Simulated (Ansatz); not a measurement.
Basis-set extrapolation for C4H7NO, SMILES `CCOCC#N` (PBE0-D4/def2-TZVP geometry, frozen core, Ansatz). Multiplicity 1, RHF reference.

|  | def2-TZVPP | def2-QZVPP |
| --- | --- | --- |
| HF | -284.944855 | -284.957457 |
| MP2 correlation | -1.088707 | -1.162426 |
| CCSD(T) correlation | -1.171944 | not run |

Energies in hartree. Use E(X) = E(∞) + A·exp(−7.88·√X) for Hartree–Fock and E(X) = E(∞) + B·X^(−2.97) for correlation, with X = 3 and 4, and add CCSD(T) minus MP2 of the smaller set to the MP2 limit.

Question: What is the CCSD(T) energy at the basis-set limit?

Answer: HF limit: -284.957457 + (-0.012602) × 0.13774 = -284.95919. MP2 limit: -1.162426 + (-0.073719) × 0.74074 = -1.21703. Higher-order term: -1.171944 − (-1.088707) = -0.08324. Total: -286.25946 hartree, 374.6 kJ/mol below CCSD(T)/def2-TZVPP.
